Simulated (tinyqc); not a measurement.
Worked calculation (part 2 of 2): UHF in the sto-3g basis, for CH2, spin multiplicity 3. Computed by tinyqc, a small Python program that keeps every step (integrals from PySCF). Command: `OMP_NUM_THREADS=1 python tinyqc.py 27380 27381 out.jsonl` (the two numbers bound the seeds that draw the settings). One thread of a shared host (Intel(R) Xeon(R) Processor @ 2.60GHz), about 0.1 s of CPU time with the checks.

Geometry (angstrom):
```
atom        x         y        z
C     0.00000   0.00000  0.00000
H     0.00000   1.22600  0.80200
H     0.00000  -1.22600  0.80200
```

## Iteration 2: building the Fock matrix

D(alpha) after iteration 1:
```
           1C 1s     1C 2s   1C 2px    1C 2py    1C 2pz     2H 1s     3H 1s
1C 1s    1.06758  -0.27389  0.00000   0.00000  -0.00511   0.00978   0.00978
1C 2s   -0.27389   1.10850  0.00000   0.00000   0.02353  -0.03619  -0.03619
1C 2px   0.00000   0.00000  1.00000   0.00000   0.00000   0.00000   0.00000
1C 2py   0.00000   0.00000  0.00000   1.05531   0.00000  -0.05588   0.05588
1C 2pz  -0.00511   0.02353  0.00000   0.00000   1.01294  -0.01920  -0.01920
2H 1s    0.00978  -0.03619  0.00000  -0.05588  -0.01920   0.00448  -0.00144
3H 1s    0.00978  -0.03619  0.00000   0.05588  -0.01920  -0.00144   0.00448
```

D(beta) after iteration 1:
```
           1C 1s     1C 2s   1C 2px   1C 2py    1C 2pz     2H 1s     3H 1s
1C 1s    1.06653  -0.26811  0.00000  0.00000  -0.00243   0.00399   0.00399
1C 2s   -0.26811   1.07765  0.00000  0.00000   0.00983  -0.00968  -0.00968
1C 2px   0.00000   0.00000  0.00000  0.00000   0.00000   0.00000   0.00000
1C 2py   0.00000   0.00000  0.00000  0.00000   0.00000   0.00000   0.00000
1C 2pz  -0.00243   0.00983  0.00000  0.00000   1.00729  -0.01050  -0.01050
2H 1s    0.00399  -0.00968  0.00000  0.00000  -0.01050   0.00020   0.00020
3H 1s    0.00399  -0.00968  0.00000  0.00000  -0.01050   0.00020   0.00020
```

core Hamiltonian H = T + V (hartree):
```
            1C 1s     1C 2s    1C 2px    1C 2py    1C 2pz     2H 1s     3H 1s
1C 1s   -18.48404  -4.45754   0.00000   0.00000  -0.01026  -0.48035  -0.48035
1C 2s    -4.45754  -5.43667   0.00000   0.00000  -0.11640  -1.34627  -1.34627
1C 2px    0.00000   0.00000  -4.34527   0.00000   0.00000   0.00000   0.00000
1C 2py    0.00000   0.00000   0.00000  -4.43730   0.00000  -1.05050   1.05050
1C 2pz   -0.01026  -0.11640   0.00000   0.00000  -4.38465  -0.70464  -0.70464
2H 1s    -0.48035  -1.34627   0.00000  -1.05050  -0.70464  -2.83945  -0.22651
3H 1s    -0.48035  -1.34627   0.00000   1.05050  -0.70464  -0.22651  -2.83945
```

nuclear repulsion = 4.5503163 hartree

Given earlier and not repeated: Two-electron integrals (ij|kl) in chemists' order.

J_ij = sum D_kl (ij|kl) with D = D(alpha) + D(beta), K_ij = sum D_kl (ik|jl) for each spin; F = H + J - K(s); E = tr D H + tr D J / 2 - 0.5 sum_s tr D(s) K(s) + E_nn.

Coulomb J (hartree):
```
           1C 1s     1C 2s   1C 2px    1C 2py    1C 2pz    2H 1s     3H 1s
1C 1s   12.20806   2.37865  0.00000   0.00000   0.00048  0.25370   0.25370
1C 2s    2.37865   5.45155  0.00000   0.00000  -0.00032  1.25984   1.25984
1C 2px   0.00000   0.00000  5.42238   0.00000   0.00000  0.00000   0.00000
1C 2py   0.00000   0.00000  0.00000   5.42133   0.00000  1.02760  -1.02760
1C 2pz   0.00048  -0.00032  0.00000   0.00000   5.49439  0.67833   0.67833
2H 1s    0.25370   1.25984  0.00000   1.02760   0.67833  2.81747   0.20083
3H 1s    0.25370   1.25984  0.00000  -1.02760   0.67833  0.20083   2.81747
```

exchange K(alpha) (hartree):
```
          1C 1s    1C 2s   1C 2px    1C 2py   1C 2pz    2H 1s     3H 1s
1C 1s   3.65214  0.67181  0.00000   0.00000  0.00002  0.07722   0.07722
1C 2s   0.67181  1.09610  0.00000   0.00000  0.00135  0.23838   0.23838
1C 2px  0.00000  0.00000  0.90123   0.00000  0.00000  0.00000   0.00000
1C 2py  0.00000  0.00000  0.00000   0.90479  0.00000  0.15623  -0.15623
1C 2pz  0.00002  0.00135  0.00000   0.00000  0.90151  0.10647   0.10647
2H 1s   0.07722  0.23838  0.00000   0.15623  0.10647  0.11681   0.03945
3H 1s   0.07722  0.23838  0.00000  -0.15623  0.10647  0.03945   0.11681
```

exchange K(beta) (hartree):
```
           1C 1s    1C 2s   1C 2px    1C 2py    1C 2pz    2H 1s     3H 1s
1C 1s    3.60977  0.60866  0.00000   0.00000  -0.00008  0.06720   0.06720
1C 2s    0.60866  0.81566  0.00000   0.00000   0.00142  0.18408   0.18408
1C 2px   0.00000  0.00000  0.18941   0.00000   0.00000  0.00000   0.00000
1C 2py   0.00000  0.00000  0.00000   0.18855   0.00000  0.03338  -0.03338
1C 2pz  -0.00008  0.00142  0.00000   0.00000   0.82684  0.10087   0.10087
2H 1s    0.06720  0.18408  0.00000   0.03338   0.10087  0.07723   0.05115
3H 1s    0.06720  0.18408  0.00000  -0.03338   0.10087  0.05115   0.07723
```

F(alpha) (hartree):
```
           1C 1s     1C 2s   1C 2px    1C 2py    1C 2pz     2H 1s     3H 1s
1C 1s   -9.92812  -2.75070  0.00000   0.00000  -0.00980  -0.30387  -0.30387
1C 2s   -2.75070  -1.08123  0.00000   0.00000  -0.11807  -0.32481  -0.32481
1C 2px   0.00000   0.00000  0.17588   0.00000   0.00000   0.00000   0.00000
1C 2py   0.00000   0.00000  0.00000   0.07924   0.00000  -0.17912   0.17912
1C 2pz  -0.00980  -0.11807  0.00000   0.00000   0.20823  -0.13278  -0.13278
2H 1s   -0.30387  -0.32481  0.00000  -0.17912  -0.13278  -0.13879  -0.06513
3H 1s   -0.30387  -0.32481  0.00000   0.17912  -0.13278  -0.06513  -0.13879
```

F(beta) (hartree):
```
           1C 1s     1C 2s   1C 2px    1C 2py    1C 2pz     2H 1s     3H 1s
1C 1s   -9.88575  -2.68755  0.00000   0.00000  -0.00970  -0.29385  -0.29385
1C 2s   -2.68755  -0.80079  0.00000   0.00000  -0.11814  -0.27051  -0.27051
1C 2px   0.00000   0.00000  0.88770   0.00000   0.00000   0.00000   0.00000
1C 2py   0.00000   0.00000  0.00000   0.79548   0.00000  -0.05628   0.05628
1C 2pz  -0.00970  -0.11814  0.00000   0.00000   0.28290  -0.12717  -0.12717
2H 1s   -0.29385  -0.27051  0.00000  -0.05628  -0.12717  -0.09921  -0.07683
3H 1s   -0.29385  -0.27051  0.00000   0.05628  -0.12717  -0.07683  -0.09921
```

total energy of this density = -37.0966734 hartree

## Iteration 2: diagonalisation and new density

X:
```
           1C 1s     1C 2s   1C 2px    1C 2py    1C 2pz     2H 1s     3H 1s
1C 1s    1.02570  -0.13966  0.00000   0.00000  -0.00599   0.01844   0.01844
1C 2s   -0.13966   1.10760  0.00000   0.00000   0.04804  -0.17478  -0.17478
1C 2px   0.00000   0.00000  1.00000   0.00000   0.00000   0.00000   0.00000
1C 2py   0.00000   0.00000  0.00000   1.06599   0.00000  -0.15796   0.15796
1C 2pz  -0.00599   0.04804  0.00000   0.00000   1.02768  -0.10117  -0.10117
2H 1s    0.01844  -0.17478  0.00000  -0.15796  -0.10117   1.08722  -0.01016
3H 1s    0.01844  -0.17478  0.00000   0.15796  -0.10117  -0.01016   1.08722
```

Diagonalise F' = X^T F X, C = X C', fill 5 alpha and 3 beta electrons from the bottom; D(s) = C_occ C_occ^T. Each column has its largest component positive (the first on a tie).

F' = X^T F X (alpha) (hartree):
```
          1         2        3         4         5         6         7
1  -9.69790  -1.50599  0.00000   0.00000  -0.01525  -0.00229  -0.00229
2  -1.50599  -0.46719  0.00000   0.00000  -0.04130  -0.20823  -0.20823
3   0.00000   0.00000  0.17588   0.00000   0.00000   0.00000   0.00000
4   0.00000   0.00000  0.00000   0.20701   0.00000  -0.21905   0.21905
5  -0.01525  -0.04130  0.00000   0.00000   0.26373  -0.14786  -0.14786
6  -0.00229  -0.20823  0.00000  -0.21905  -0.14786   0.01992  -0.01953
7  -0.00229  -0.20823  0.00000   0.21905  -0.14786  -0.01953   0.01992
```

orbital energies (alpha) (hartree): MO1 -9.93768, MO2 -0.45798, MO3 -0.19768, MO4 0.09212, MO5 0.17588, MO6 0.40258, MO7 0.44415

coefficients C (alpha):
```
             MO1       MO2       MO3       MO4      MO5       MO6       MO7
1C 1s    0.99110  -0.22237   0.00000  -0.18389  0.00000  -0.08217   0.00000
1C 2s    0.03506   0.73355   0.00000   0.77285  0.00000   0.41602   0.00000
1C 2px   0.00000   0.00000   0.00000   0.00000  1.00000   0.00000   0.00000
1C 2py   0.00000   0.00000   0.47056   0.00000  0.00000   0.00000   0.98225
1C 2pz   0.00319   0.17143   0.00000  -0.47258  0.00000   0.90896   0.00000
2H 1s   -0.00566   0.29109   0.52015  -0.48367  0.00000  -0.54996  -0.59710
3H 1s   -0.00566   0.29109  -0.52015  -0.48367  0.00000  -0.54996   0.59710
```

F' = X^T F X (beta) (hartree):
```
          1         2        3         4         5         6         7
1  -9.66573  -1.48141  0.00000   0.00000  -0.01491  -0.00304  -0.00304
2  -1.48141  -0.18125  0.00000   0.00000  -0.03746  -0.19838  -0.19838
3   0.00000   0.00000  0.88770   0.00000   0.00000   0.00000   0.00000
4   0.00000   0.00000  0.00000   0.94072   0.00000  -0.19871   0.19871
5  -0.01491  -0.03746  0.00000   0.00000   0.34041  -0.14994  -0.14994
6  -0.00304  -0.19838  0.00000  -0.19871  -0.14994   0.02992  -0.02186
7  -0.00304  -0.19838  0.00000   0.19871  -0.14994  -0.02186   0.02992
```

orbital energies (beta) (hartree): MO1 -9.89199, MO2 -0.30223, MO3 -0.02961, MO4 0.22538, MO5 0.47034, MO6 0.88770, MO7 1.02211

coefficients C (beta):
```
             MO1       MO2       MO3       MO4       MO5      MO6       MO7
1C 1s    0.99297  -0.16687   0.00000  -0.21988  -0.10056  0.00000   0.00000
1C 2s    0.02806   0.51822   0.00000   0.89698   0.48557  0.00000   0.00000
1C 2px   0.00000   0.00000   0.00000   0.00000   0.00000  1.00000   0.00000
1C 2py   0.00000   0.00000   0.08196   0.00000   0.00000  0.00000   1.08606
1C 2pz   0.00280   0.20852   0.00000  -0.45780   0.90877  0.00000   0.00000
2H 1s   -0.00474   0.42569   0.70139  -0.38894  -0.53726  0.00000  -0.36759
3H 1s   -0.00474   0.42569  -0.70139  -0.38894  -0.53726  0.00000   0.36759
```

D(alpha) after iteration 2:
```
           1C 1s     1C 2s   1C 2px    1C 2py    1C 2pz     2H 1s     3H 1s
1C 1s    1.06554  -0.27048  0.00000   0.00000   0.05195   0.01860   0.01860
1C 2s   -0.27048   1.13661  0.00000   0.00000  -0.23938  -0.16047  -0.16047
1C 2px   0.00000   0.00000  1.00000   0.00000   0.00000   0.00000   0.00000
1C 2py   0.00000   0.00000  0.00000   0.22143   0.00000   0.24476  -0.24476
1C 2pz   0.05195  -0.23938  0.00000   0.00000   0.25273   0.27845   0.27845
2H 1s    0.01860  -0.16047  0.00000   0.24476   0.27845   0.58925   0.04814
3H 1s    0.01860  -0.16047  0.00000  -0.24476   0.27845   0.04814   0.58925
```

D(beta) after iteration 2:
```
           1C 1s     1C 2s   1C 2px    1C 2py    1C 2pz     2H 1s     3H 1s
1C 1s    1.01383  -0.05862  0.00000   0.00000  -0.03202  -0.07575  -0.07575
1C 2s   -0.05862   0.26934  0.00000   0.00000   0.10814   0.22047   0.22047
1C 2px   0.00000   0.00000  0.00000   0.00000   0.00000   0.00000   0.00000
1C 2py   0.00000   0.00000  0.00000   0.00672   0.00000   0.05749  -0.05749
1C 2pz  -0.03202   0.10814  0.00000   0.00000   0.04349   0.08875   0.08875
2H 1s   -0.07575   0.22047  0.00000   0.05749   0.08875   0.67319  -0.31072
3H 1s   -0.07575   0.22047  0.00000  -0.05749   0.08875  -0.31072   0.67319
```

## Iteration 46 (converged): orbitals

converged F(alpha) (hartree):
```
            1C 1s     1C 2s    1C 2px    1C 2py    1C 2pz     2H 1s     3H 1s
1C 1s   -10.99832  -2.97677   0.00000   0.00000  -0.00313  -0.32655  -0.32655
1C 2s    -2.97677  -1.52616   0.00000   0.00000   0.06792  -0.42936  -0.42936
1C 2px    0.00000   0.00000  -0.35508   0.00000   0.00000   0.00000   0.00000
1C 2py    0.00000   0.00000   0.00000  -0.14853   0.00000  -0.28726   0.28726
1C 2pz   -0.00313   0.06792   0.00000   0.00000  -0.23723  -0.20126  -0.20126
2H 1s    -0.32655  -0.42936   0.00000  -0.28726  -0.20126  -0.22327  -0.07047
3H 1s    -0.32655  -0.42936   0.00000   0.28726  -0.20126  -0.07047  -0.22327
```

converged F(beta) (hartree):
```
            1C 1s     1C 2s   1C 2px    1C 2py    1C 2pz     2H 1s     3H 1s
1C 1s   -10.94094  -2.92554  0.00000   0.00000  -0.00292  -0.31778  -0.31778
1C 2s    -2.92554  -1.12044  0.00000   0.00000  -0.17554  -0.41298  -0.41298
1C 2px    0.00000   0.00000  0.39052   0.00000   0.00000   0.00000   0.00000
1C 2py    0.00000   0.00000  0.00000   0.04307   0.00000  -0.27385   0.27385
1C 2pz   -0.00292  -0.17554  0.00000   0.00000   0.30641  -0.14778  -0.14778
2H 1s    -0.31778  -0.41298  0.00000  -0.27385  -0.14778  -0.25286  -0.05111
3H 1s    -0.31778  -0.41298  0.00000   0.27385  -0.14778  -0.05111  -0.25286
```

As before.

F' = X^T F X (alpha) (hartree):
```
           1         2         3         4         5         6         7
1  -10.76819  -1.54793   0.00000   0.00000  -0.03477  -0.00018  -0.00018
2   -1.54793  -0.86973   0.00000   0.00000   0.17291  -0.26622  -0.26622
3    0.00000   0.00000  -0.35508   0.00000   0.00000   0.00000   0.00000
4    0.00000   0.00000   0.00000   0.01708   0.00000  -0.29887   0.29887
5   -0.03477   0.17291   0.00000   0.00000  -0.16077  -0.20861  -0.20861
6   -0.00018  -0.26622   0.00000  -0.29887  -0.20861  -0.00515  -0.01290
7   -0.00018  -0.26622   0.00000   0.29887  -0.20861  -0.01290  -0.00515
```

orbital energies (alpha) (hartree): MO1 -11.00492, MO2 -0.81060, MO3 -0.41028, MO4 -0.37691, MO5 -0.35508, MO6 0.37569, MO7 0.43511

coefficients C (alpha):
```
             MO1       MO2       MO3       MO4      MO5       MO6       MO7
1C 1s    0.99293  -0.25850   0.00000   0.05463  0.00000   0.12875   0.00000
1C 2s    0.02811   0.91504   0.00000  -0.27606  0.00000  -0.62881   0.00000
1C 2px   0.00000   0.00000   0.00000   0.00000  1.00000   0.00000   0.00000
1C 2py   0.00000   0.00000   0.59077   0.00000  0.00000   0.00000   0.91500
1C 2pz   0.00152  -0.07924   0.00000   0.78190  0.00000  -0.67919   0.00000
2H 1s   -0.00430   0.15435   0.44063   0.33672  0.00000   0.69565  -0.65797
3H 1s   -0.00430   0.15435  -0.44063   0.33672  0.00000   0.69565   0.65797
```

F' = X^T F X (beta) (hartree):
```
           1         2        3         4         5         6         7
1  -10.71451  -1.55805  0.00000   0.00000  -0.00259   0.00447   0.00447
2   -1.55805  -0.42563  0.00000   0.00000  -0.08078  -0.29018  -0.29018
3    0.00000   0.00000  0.39052   0.00000   0.00000   0.00000   0.00000
4    0.00000   0.00000  0.00000   0.22333   0.00000  -0.30630   0.30630
5   -0.00259  -0.08078  0.00000   0.00000   0.36751  -0.16078  -0.16078
6    0.00447  -0.29018  0.00000  -0.30630  -0.16078  -0.04885   0.00207
7    0.00447  -0.29018  0.00000   0.30630  -0.16078   0.00207  -0.04885
```

orbital energies (beta) (hartree): MO1 -10.94556, MO2 -0.58019, MO3 -0.36815, MO4 0.21859, MO5 0.39052, MO6 0.48774, MO7 0.54056

coefficients C (beta):
```
             MO1       MO2       MO3       MO4      MO5       MO6       MO7
1C 1s    0.99423  -0.19847   0.00000  -0.19606  0.00000  -0.07729   0.00000
1C 2s    0.02318   0.66434   0.00000   0.84125  0.00000   0.40013   0.00000
1C 2px   0.00000   0.00000   0.00000   0.00000  1.00000   0.00000   0.00000
1C 2py   0.00000   0.00000   0.44960   0.00000  0.00000   0.00000   0.99201
1C 2pz   0.00182   0.16530   0.00000  -0.41224  0.00000   0.93897   0.00000
2H 1s   -0.00375   0.34394   0.53270  -0.49078  0.00000  -0.51184  -0.58592
3H 1s   -0.00375   0.34394  -0.53270  -0.49078  0.00000  -0.51184   0.58592
```

D(alpha) after iteration 46:
```
           1C 1s     1C 2s   1C 2px    1C 2py    1C 2pz     2H 1s     3H 1s
1C 1s    1.05571  -0.22371  0.00000   0.00000   0.06471  -0.02577  -0.02577
1C 2s   -0.22371   0.91429  0.00000   0.00000  -0.28831   0.04816   0.04816
1C 2px   0.00000   0.00000  1.00000   0.00000   0.00000   0.00000   0.00000
1C 2py   0.00000   0.00000  0.00000   0.34900   0.00000   0.26031  -0.26031
1C 2pz   0.06471  -0.28831  0.00000   0.00000   0.61764   0.25104   0.25104
2H 1s   -0.02577   0.04816  0.00000   0.26031   0.25104   0.33138  -0.05693
3H 1s   -0.02577   0.04816  0.00000  -0.26031   0.25104  -0.05693   0.33138
```

D(beta) after iteration 46:
```
           1C 1s     1C 2s   1C 2px    1C 2py    1C 2pz     2H 1s     3H 1s
1C 1s    1.02788  -0.10881  0.00000   0.00000  -0.03100  -0.07199  -0.07199
1C 2s   -0.10881   0.44189  0.00000   0.00000   0.10986   0.22840   0.22840
1C 2px   0.00000   0.00000  0.00000   0.00000   0.00000   0.00000   0.00000
1C 2py   0.00000   0.00000  0.00000   0.20214   0.00000   0.23951  -0.23951
1C 2pz  -0.03100   0.10986  0.00000   0.00000   0.02733   0.05685   0.05685
2H 1s   -0.07199   0.22840  0.00000   0.23951   0.05685   0.40208  -0.16547
3H 1s   -0.07199   0.22840  0.00000  -0.23951   0.05685  -0.16547   0.40208
```

## Convergence

Stop when the energy changes by less than 1e-09 hartree and every element of the error matrix X^T (F D S - S D F) X (for each spin) is below 9e-06.

Course of the cycle:
```
iteration  E (hartree)     change  largest element of the error matrix
1          -12.2707533          -                             1.49e-01
2          -37.0966734  -2.48e+01                             2.27e-01
3          -38.0774420  -9.81e-01                             1.62e-01
4          -38.2817880  -2.04e-01                             3.32e-02
5          -38.2908428  -9.05e-03                             1.27e-02
6          -38.2920317  -1.19e-03                             5.38e-03
7          -38.2923024  -2.71e-04                             2.90e-03
8          -38.2923746  -7.22e-05                             1.81e-03
9          -38.2923971  -2.26e-05                             1.16e-03
10         -38.2924062  -9.02e-06                             7.96e-04
11         -38.2924110  -4.82e-06                             5.83e-04
12         -38.2924142  -3.18e-06                             4.53e-04
13         -38.2924165  -2.34e-06                             3.68e-04
14         -38.2924183  -1.80e-06                             3.09e-04
...                ...        ...                                  ...
33         -38.2924248  -1.92e-08                             2.94e-05
34         -38.2924248  -1.51e-08                             2.61e-05
35         -38.2924248  -1.19e-08                             2.32e-05
36         -38.2924249  -9.39e-09                             2.06e-05
37         -38.2924249  -7.40e-09                             1.83e-05
38         -38.2924249  -5.83e-09                             1.62e-05
39         -38.2924249  -4.60e-09                             1.44e-05
40         -38.2924249  -3.62e-09                             1.28e-05
41         -38.2924249  -2.86e-09                             1.14e-05
42         -38.2924249  -2.25e-09                             1.01e-05
43         -38.2924249  -1.78e-09                             8.96e-06
44         -38.2924249  -1.40e-09                             7.95e-06
45         -38.2924249  -1.10e-09                             7.06e-06
46         -38.2924249  -8.70e-10                             6.27e-06
```

PySCF UHF in the same basis, after a stability check = -38.2924249 hartree

Converged in 46 iterations.

## Populations, bond orders and dipole

overlap S:
```
          1C 1s    1C 2s   1C 2px    1C 2py   1C 2pz    2H 1s     3H 1s
1C 1s   1.00000  0.24836  0.00000   0.00000  0.00000  0.02647   0.02647
1C 2s   0.24836  1.00000  0.00000   0.00000  0.00000  0.30059   0.30059
1C 2px  0.00000  0.00000  1.00000   0.00000  0.00000  0.00000   0.00000
1C 2py  0.00000  0.00000  0.00000   1.00000  0.00000  0.27248  -0.27248
1C 2pz  0.00000  0.00000  0.00000   0.00000  1.00000  0.17825   0.17825
2H 1s   0.02647  0.30059  0.00000   0.27248  0.17825  1.00000   0.05415
3H 1s   0.02647  0.30059  0.00000  -0.27248  0.17825  0.05415   1.00000
```

Mulliken: Z minus the diagonal of D S on the atom; Loewdin: the same with S^(1/2) D S^(1/2); Mayer order: 2 sum_s sum (D(s) S)_ij (D(s) S)_ji over the two atoms.

Charges (e):
```
atom  Mulliken   Loewdin  Mulliken spin
1C    -0.01395   0.00561        2.15500
2H     0.00697  -0.00280       -0.07750
3H     0.00697  -0.00280       -0.07750
```

Mayer bond orders:
```
pair    order
2-1   0.95378
3-1   0.95378
3-2   0.04016
```

dipole moment about the origin, x y z (debye): 0.00000  0.00000  0.10776

<S^2> of the determinant (pure state: 2) = 2.03202
